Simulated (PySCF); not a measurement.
## How well do the runs reproduce experiment for formaldehyde?

**The experiment to reproduce.**

From NIST CCCBDB Release 22 (SRD 101), experimental dipoles, for the gas: dipole moment (microwave Stark effect, vibrational ground state) 2.332 D.

The runs below try to reproduce these values; the comparison stands at the end.

Compound: formaldehyde, CH2O.
Atom-mapped SMILES: `[CH2:1]=[O:2]` (hydrogens: H3, H4 on C1)

Cartesian coordinates in Å at the PBE0/6-31+G* level; atoms count from 1:
```
atom  x, y, z in Å
C1     0.0228   -0.0022   -0.0180
O2     1.2084   -0.2165   -0.0269
H3    -0.7200   -0.8246   -0.0083
H4    -0.3856    1.0281   -0.0184
```

The PySCF runs (gas phase, on this PBE0/6-31+G* geometry; no spin–orbit coupling):

```json
{"level": "PBE0/6-31+G*, grid level 1", "job": "geometry optimisation from a GFN2-xTB start", "basis functions": "40", "wall time": "1.8 s"}
```

Hardware: one thread, Arm Neoverse V1 (aarch64), on a shared host.

All basis functions are spherical.

**Comparison with experiment**

**Dipole moment.** Measured: 2.332 D (NIST CCCBDB Release 22 (SRD 101), experimental dipoles).

| level | computed (D) | computed − measured (D) | % (from the printed values) |
| --- | --- | --- | --- |
| PBE0/6-31+G* | 2.506 | +0.174 | +7 |

The computed dipoles belong to one fixed geometry; measured ones are averaged over vibrations unless marked μe. Magnitudes are compared, not signs.

The geometry is computed, not the measured one. Where a level misses, the cause wasn't examined.
